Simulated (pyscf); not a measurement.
This saddle point was located with ωB97X-D3(BJ)/def2-SVP in PySCF.

```xyz
11

N     -1.5779     0.0377    -0.1739
N     -2.2568    -0.2002     1.0563
H     -0.8979    -0.7493    -0.7866
H     -2.2268     0.4433    -0.8551
H     -1.8830    -1.0656     1.4454
H     -2.0031     0.5495     1.7045
Si     0.1416     0.8287    -0.1679
H      0.1382    -0.7239    -1.2967
H      0.7029     1.5719    -1.3292
H      1.0658     0.0460     0.6938
H     -0.2891     1.9662     0.7542
```
Charge 0, spin multiplicity 1.

Surface: singlet, charge 0. Lowest wavenumbers (cm⁻¹): 1440i, 158, 217, 254, 334.

**Question.** Which two sides does it connect, and which bonds change?

**Answer.** H₂N–NH₂ (SMILES NN) + SiH₄ (SMILES [SiH4]) <-> H₂N–NH–SiH₃ (SMILES NN[SiH3]) + H₂ (SMILES [H][H]), a four-centre exchange read from left to right: H–N, H–Si broken and N–Si, H–H formed. At ωB97M-D3(BJ)/def2-TZVP it lies +39.8 kcal/mol from the left side and +44.3 kcal/mol from the right (each side as separated species at their lowest minima found). At the saddle there is also a short H–Si contact that neither side keeps. H₂N–NH–SiH₃ lies 57.4 kcal/mol over its isomer H₂N–SiH₂–NH₂ (electronic energy, ωB97M-D3(BJ)/def2-TZVP). This is the saddle that the search found; another between the same sides may lie lower.
